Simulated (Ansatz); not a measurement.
# AlClH5N: the cost of one run

Program: Ansatz 0.2.0. Level of theory: RKS B3LYP/def2-mTZVP. These are calculated values, not measurements.

## 1. The system as given

Bond lengths: Al1–N2 2.270 Å, N2–H3 1.060 Å, N2–H4 1.060 Å, Al1–H5 1.560 Å, Al1–H6 1.560 Å, Al1–Cl7 2.530 Å. Angles: Al1–N2–H3 120.0°, Al1–N2–H4 120.0°, H3–N2–H4 120.0°, N2–Al1–H5 120.0°, N2–Al1–H6 120.0°, N2–Al1–Cl7 71.6°, H5–Al1–H6 120.0°, H5–Al1–Cl7 105.4°, H6–Al1–Cl7 92.8°.

As a file:

```xyz
8

Al    0.0000    0.0000    0.0000
N     0.0000    0.0000    2.2700
H    -0.8770   -0.2713    2.8000
H     0.8770    0.2713    2.8000
H     1.3510    0.0000   -0.7800
H    -1.3510    0.0000   -0.7800
Cl   -0.3164    2.3800    0.7978
H    -0.1701    1.2795    2.0062
```

## 2. Pulling towards end A

Springs on the bonds that form and break draw the guess towards this end; the thresholds are loose.

input.yaml reads:

```yaml
crystal:
  periodic: [false, false, false]
  atoms:
    - { symbol: Al, position_ang: [0.0, 0.0, 0.0] }
    - { symbol: "N", position_ang: [0.0, 0.0, 2.27] }
    - { symbol: H, position_ang: [-0.877, -0.2713, 2.8] }
    - { symbol: H, position_ang: [0.877, 0.2713, 2.8] }
    - { symbol: H, position_ang: [1.351, 0.0, -0.78] }
    - { symbol: H, position_ang: [-1.351, 0.0, -0.78] }
    - { symbol: Cl, position_ang: [-0.3164, 2.38, 0.7978] }
    - { symbol: H, position_ang: [-0.1701, 1.2795, 2.0062] }
basis:
  gaussian: { orbitals: def2-mTZVP }
hamiltonian:
  xc: b3lyp
relax:
  f_tol: 0.15
  max_steps: 25
  restrain:
    - { distance: [0, 6], at: 3.43, k: 30.0 }
    - { distance: [7, 1], at: 2.26, k: 30.0 }
    - { distance: [0, 1], at: 1.92, k: 30.0 }
    - { distance: [7, 6], at: 1.37, k: 30.0 }
```

Command:

```
$ ansatz run input.yaml --threads 2 --pin off --max-ram 3072MiB --backend cpu --events-out ev --progress --plain --runs-dir out
```

**Question.** How long does this run take on 2 threads of AMD EPYC 9R45 (Zen 5), shared host, and how much memory does it need?

About 4.7 s, with a peak of 0.17 GiB.
